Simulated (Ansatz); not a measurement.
# AlH5Si: the cost of one run

The runs use Ansatz 0.2.0, Gaussian basis; cc-pVTZ, core rule «outside noble gas», up to 10 orbitals frozen.

The runs, in order: UHF; CCSD(T) on RHF; CCSD(T) on UHF; BCCD(T) on RHF; CCSDT(Q) on RHF.

**1. The system**

The geometry derives from fragments relaxed apart (PBE0/def2-TZVP) and kept rigid, so it is no stationary point. A hydrogen atom is moved between rigid fragments.

7 atoms, charge 0, spin multiplicity 1.

Atoms are counted from 1 here; the program's logs count them from 0.

Bond lengths: Al1–H2 1.586 Å, Al1–H3 1.586 Å, Al1–H4 1.931 Å, Si5–H6 1.526 Å, Si5–H7 1.526 Å. Angles: H2–Al1–H3 120.0°, H2–Al1–H4 120.0°, H3–Al1–H4 120.0°, H6–Si5–H7 91.2°.

Coordinates:

```mol
AlH5Si
  3D, bonds by distance, orders not assigned

  7  5  0  0  0  0  0  0  0  0999 V2000
   -1.9449    0.0293    0.0000 Al  0  0
   -2.7378    1.4027    0.0000 H   0  0
   -2.7378   -1.3441    0.0000 H   0  0
   -0.0139    0.0293    0.0000 H   0  0
    1.8861    0.0293    0.0000 Si  0  0
    2.4983   -0.8450    1.0900 H   0  0
    2.4983   -0.8450   -1.0900 H   0  0
  1  2  8  0
  1  3  8  0
  1  4  8  0
  5  6  8  0
  5  7  8  0
M  END
```

**2. UHF**

in.yaml

```yaml
crystal:
  periodic: [false, false, false]
  atoms:
    - {symbol: Al, position_ang: [-1.944879, 0.029322, 0.000000]}
    - {symbol: H, position_ang: [-2.737803, 1.402706, 0.000000]}
    - {symbol: H, position_ang: [-2.737803, -1.344062, 0.000000]}
    - {symbol: H, position_ang: [-0.013879, 0.029322, 0.000000]}
    - {symbol: Si, position_ang: [1.886121, 0.029322, 0.000000]}
    - {symbol: H, position_ang: [2.498301, -0.844962, 1.090012]}
    - {symbol: H, position_ang: [2.498301, -0.844962, -1.090012]}
basis:
  gaussian: {orbitals: cc-pVTZ}
magnetization: {spin_polarized: true, initial_magnetization: 0}
hamiltonian: {xc: hf}
output: {orbitals: {seedname: orbitals}}
```

On the command line:

```bash
ansatz run in.yaml --threads 1 --pin off --events-out ev --progress --plain --max-ram 2560MiB --backend cpu
```

What time and memory should one allow on 1 thread of AMD EPYC 7R13, shared host?

About 7 s, with a peak of 0.35 GiB.
